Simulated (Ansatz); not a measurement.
input.yaml (Ansatz)

```yaml
crystal:
  lattice:
    - [3.6631329794, 0.0, 0.0]
    - [-1.8315664897, 3.1723662176, 0.0]
    - [0.0, 0.0, 5.9211133177]
  atoms:
    - { symbol: Dy, position: [0.3333333333, 0.6666666667, 0.25], spin: 4.695 }
    - { symbol: Dy, position: [0.6666666667, 0.3333333333, 0.75], spin: -4.695 }
hamiltonian:
  xc: mr2scan
  pseudopotentials:
    kind: paw
    azcp:
      Dy: "pseudopotentials/Dy.paw.azcp"
basis:
  ecutwfc: 500
  fft_grid_basis: typed
kpoints:
  mp_grid: { grid: [13, 13, 7], shift: [0, 0, 0] }
magnetization:
  spin_polarized: true
scf:
  occupations: { method: fermi_dirac, width: 0.05 }
output:
  stress: true
```

Output

```
Engine: ansatz 0.2.0, x86_64-unknown-linux-gnu
Pseudopotentials: kind: paw
Pseudopotential: Dy, paw, valence charge 20, recommended cutoff 500 eV (meta_gga) 
Functional definition: m-r2SCAN
  exchange = m_r2scan_x
  correlation = m_r2scan_c
Crystal: 2 atoms, lattice volume = 68.808 Å³
Basis set: ecut = 500 eV, 1761 PW (Γ), exchange–correlation on 108×108×180 points (64 copies of the dense FFT grid, shifted against one another)
Bands: 30, of which v1, the nominal top of the filled ones, is band 20 counted from 1 (19 counted from 0)
Symmetry: 12 space group operations
Space group: P-6m2 (ITA 187), of the structure as read, at distance tolerance 4.1e-5 Å
Magnetic group: BNS 194.267 (UNI 1497), of the structure as read, at distance tolerance 4.1e-5 Å
k-points: 84 of 1183 (time reversal used)
Non-local potential: Dy, projectors of the file, l = 0: 3, l = 1: 2, l = 2: 2, l = 3: 3
PAW form: soft (Blöchl's): semilocal exchange-correlation on the pseudo side does not see the compensation charge
PAW frozen core: Dy, regenerated for the run's functional (the file was generated under x = pbe(κ = 0.804, μ = 0.2195149727645171), c = pbe(β = 0.06672455060314922))
PAW one-centre angular grid: Dy, 2702 points (default); XC on 160 Gauss nodes
Initial density: superposition of atomic densities (chi_scale 0.1, normalization cell)
Starting moments: Σ|m| = 9.39 μB on 2 of 2 sites
Starting magnetic order: antiferromagnet; an inversion exchanges its spin sublattices: spin-degenerate at every k-point
Initial wavefunctions: pseudopotential atomic-orbital guess
Functional: x = mr2scan, c = mr2scan; τ floored in thin density (d = 2e-4 eV/Å³)
iter 1 solved again at ethr=9.33e-4 eV; its pass at ethr=3.10e-3 eV (dr2=3.73e-1 eV) is discarded
SCF iter   1: F=—  HF=-21230.789056 eV  |F-HF|=—  |Δ(HF+E_count)|=         —  Δρ=2.14e-2 (↑2.14e-2 ↓2.14e-2)  dr2=3.39e-1  dr2_τ=5.63e-3  dr2_m=1.70e-1  M=-0.000 μB ∫|m|=9.499 μB  β_m=0.30  ethr=9.33e-4  ⟨swp⟩=2.1  Hψ=26577  notcnv=0
Mixer restart at iter 1: flushing history
spin=Collinear: Kerker preconditioning applied to the charge; magnetization (m = ρ↑ − ρ↓) channel mixes plain (no charge-response kernel on spin).
SCF iter   2: F=—  HF=-21231.463994 eV  |F-HF|=—  |Δ(HF+E_count)|=   6.75e-1  Δρ=1.65e-2 (↑1.65e-2 ↓1.65e-2)  dr2=2.41e-1  dr2_τ=2.12e-3  dr2_m=8.42e-2  M=-0.000 μB ∫|m|=9.498 μB  β_m=0.30  ethr=8.48e-4  ⟨swp⟩=3.6  Hψ=10274  notcnv=0  defer=32  κ⁻¹=1.0e0(r=1)
SCF iter   3: F=—  HF=-21232.766257 eV  |F-HF|=—  |Δ(HF+E_count)|=         —  Δρ=1.07e-2 (↑1.06e-2 ↓1.07e-2)  dr2=7.08e-2  dr2_τ=1.67e-3  dr2_m=3.48e-2  M=0.001 μB ∫|m|=9.575 μB  β_m=1.00  ethr=6.04e-4  ⟨swp⟩=3.0  Hψ=10690  notcnv=0  defer=34
Mixer restart at iter 3: flushing history
...
SCF iter   2: F=-21232.726923 eV  HF=-21232.740620 eV  |F-HF|=1.37e-2  |Δ(HF+E_count)|=   2.18e-2  Δρ=3.22e-3 (↑2.29e-3 ↓3.22e-3)  dr2=1.06e-2  dr2_τ=2.42e-5  dr2_m=1.61e-3  M=-0.594 μB ∫|m|=9.663 μB  ethr=2.50e-6  ⟨swp⟩=1.8  Hψ=117091  notcnv=0
SCF iter   3: F=-21232.740719 eV  HF=-21232.740851 eV  |F-HF|=1.33e-4  |Δ(HF+E_count)|=   2.32e-4  Δρ=4.11e-4 (↑4.11e-4 ↓1.74e-4)  dr2=1.26e-4  dr2_τ=7.48e-7  dr2_m=3.46e-5  M=-0.643 μB ∫|m|=9.750 μB  ethr=2.50e-6  ⟨swp⟩=1.2  Hψ=61932  notcnv=0
SCF iter   4: F=-21232.740814 eV  HF=-21232.740888 eV  |F-HF|=7.37e-5  |Δ(HF+E_count)|=   3.66e-5  Δρ=2.63e-4 (↑2.63e-4 ↓1.52e-4)  dr2=7.21e-5  dr2_τ=2.50e-8  dr2_m=1.42e-5  M=-0.644 μB ∫|m|=9.750 μB  ethr=6.64e-7  ⟨swp⟩=1.3  Hψ=44160  notcnv=0
SCF iter   5: F=-21232.740887 eV  HF=-21232.740888 eV  |F-HF|=9.97e-7  |Δ(HF+E_count)|=   1.35e-8  Δρ=2.94e-5 (↑2.69e-5 ↓2.94e-5)  dr2=1.03e-6  dr2_τ=1.71e-9  dr2_m=2.31e-7  M=-0.642 μB ∫|m|=9.750 μB  ethr=3.28e-7  ⟨swp⟩=1.0  Hψ=43520  notcnv=0
SCF iter   6: F=-21232.740888 eV  HF=-21232.740888 eV  |F-HF|=5.98e-8  |Δ(HF+E_count)|=   1.35e-9  Δρ=7.57e-6 (↑3.46e-6 ↓7.57e-6)  dr2=5.90e-8  dr2_τ=9.98e-11  dr2_m=1.03e-8  M=-0.642 μB ∫|m|=9.750 μB  ethr=2.50e-10  ⟨swp⟩=2.5  Hψ=57923  notcnv=0
SCF iter   7: F=-21232.740888 eV  HF=-21232.740888 eV  |F-HF|=6.87e-8  |Δ(HF+E_count)|=   3.46e-9  Δρ=7.27e-6 (↑5.60e-6 ↓7.27e-6)  dr2=6.58e-8  dr2_τ=1.48e-11  dr2_m=1.29e-8  M=-0.642 μB ∫|m|=9.750 μB  ethr=2.50e-10  ⟨swp⟩=1.4  Hψ=43951  notcnv=0
SCF iter   8: F=-21232.740888 eV  HF=-21232.740888 eV  |F-HF|=1.84e-8  |Δ(HF+E_count)|=  4.47e-10  Δρ=3.44e-6 (↑3.21e-6 ↓3.44e-6)  dr2=1.82e-8  dr2_τ=4.64e-12  dr2_m=3.41e-9  M=-0.642 μB ∫|m|=9.750 μB  ethr=2.50e-10  ⟨swp⟩=1.0  Hψ=43522  notcnv=0
SCF iter   9: F=-21232.740888 eV  HF=-21232.740888 eV  |F-HF|=1.84e-8  |Δ(HF+E_count)|=  3.64e-12  Δρ=3.44e-6 (↑3.21e-6 ↓3.44e-6)  dr2=1.82e-8  dr2_τ=4.64e-12  dr2_m=3.41e-9  M=-0.642 μB ∫|m|=9.750 μB  ethr=4.54e-11  ⟨swp⟩=1.2  Hψ=43689  notcnv=0
SCF 4 converged in 9 iterations: F = -21232.740888 eV  dr2 = 1.82e-8
iter 1 solved again at ethr=4.54e-11 eV; its pass at ethr=3.10e-3 eV (dr2=1.82e-8 eV) is discarded
SCF iter   1: F=-21232.740888 eV  HF=-21232.740888 eV  |F-HF|=1.84e-8  |Δ(HF+E_count)|=         —  Δρ=3.44e-6 (↑3.21e-6 ↓3.44e-6)  dr2=1.82e-8  dr2_τ=4.61e-12  dr2_m=3.40e-9  M=-0.642 μB ∫|m|=9.750 μB  β_m=1.20  ethr=4.54e-11  ⟨swp⟩=1.3  Hψ=95997  notcnv=0
spin=Collinear: Kerker preconditioning applied to the charge; magnetization (m = ρ↑ − ρ↓) channel mixes plain (no charge-response kernel on spin).
SCF iter   2: F=-21232.740886 eV  HF=-21232.740888 eV  |F-HF|=1.94e-6  |Δ(HF+E_count)|=   2.09e-8  Δρ=3.76e-5 (↑3.47e-5 ↓3.76e-5)  dr2=1.86e-6  dr2_τ=4.15e-10  dr2_m=4.32e-7  M=-0.641 μB ∫|m|=9.750 μB  β_m=1.20  ethr=4.54e-11  ⟨swp⟩=7.4  Hψ=71497  notcnv=0  κ⁻¹=1.0e0(r=1)
SCF iter   3: F=-21232.740888 eV  HF=-21232.740888 eV  |F-HF|=2.82e-9  |Δ(HF+E_count)|=   2.10e-8  Δρ=1.35e-6 (↑1.35e-6 ↓1.26e-6)  dr2=2.84e-9  dr2_τ=6.23e-13  dr2_m=5.42e-10  M=-0.642 μB ∫|m|=9.750 μB  ethr=4.54e-11  ⟨swp⟩=2.5  Hψ=63530  notcnv=0
SCF 5 converged in 3 iterations: F = -21232.740888 eV  dr2 = 2.84e-9
Symmetry: 1 space group operations
k-points: 592 of 1183 (time reversal used)
iter 1 solved again at ethr=7.13e-12 eV; its pass at ethr=2.50e-6 eV (dr2=2.85e-9 eV) is discarded
SCF iter   1: F=-21232.740888 eV  HF=-21232.740888 eV  |F-HF|=2.84e-9  |Δ(HF+E_count)|=         —  Δρ=1.35e-6 (↑1.35e-6 ↓1.26e-6)  dr2=2.85e-9  dr2_τ=6.16e-13  dr2_m=5.42e-10  M=-0.642 μB ∫|m|=9.750 μB  ethr=7.13e-12  ⟨swp⟩=1.0  Hψ=202234  notcnv=0
spin=Collinear: Kerker preconditioning applied to the charge; magnetization (m = ρ↑ − ρ↓) channel mixes plain (no charge-response kernel on spin).
SCF iter   2: F=-21232.740846 eV  HF=-21232.740886 eV  |F-HF|=4.04e-5  |Δ(HF+E_count)|=   1.74e-6  Δρ=2.39e-4 (↑1.07e-4 ↓2.39e-4)  dr2=3.83e-5  dr2_τ=2.42e-8  dr2_m=9.85e-6  M=-0.641 μB ∫|m|=9.752 μB  ethr=2.50e-6  ⟨swp⟩=1.9  Hψ=152464  notcnv=0
SCF iter   3: F=-21231.152636 eV  HF=-21232.844367 eV  |F-HF|=1.69e0  |Δ(HF+E_count)|=   1.03e-1  Δρ=3.21e-2 (↑3.21e-2 ↓3.16e-2)  dr2=1.64e0  dr2_τ=4.91e-4  dr2_m=3.07e-1  M=-0.903 μB ∫|m|=9.605 μB  ethr=2.07e-7  ⟨swp⟩=2.0  Hψ=189657  notcnv=0
SCF iter   4: F=-21229.001086 eV  HF=-21232.938397 eV  |F-HF|=3.94e0  |Δ(HF+E_count)|=   9.40e-2  Δρ=4.89e-2 (↑4.89e-2 ↓4.72e-2)  dr2=3.78e0  dr2_τ=8.01e-4  dr2_m=7.03e-1  M=-1.022 μB ∫|m|=9.555 μB  ethr=2.50e-6  ⟨swp⟩=2.0  Hψ=142936  notcnv=0
```

The calculation hadn't finished when its time ran out.

With an open f shell the SCF can settle in more than one state.
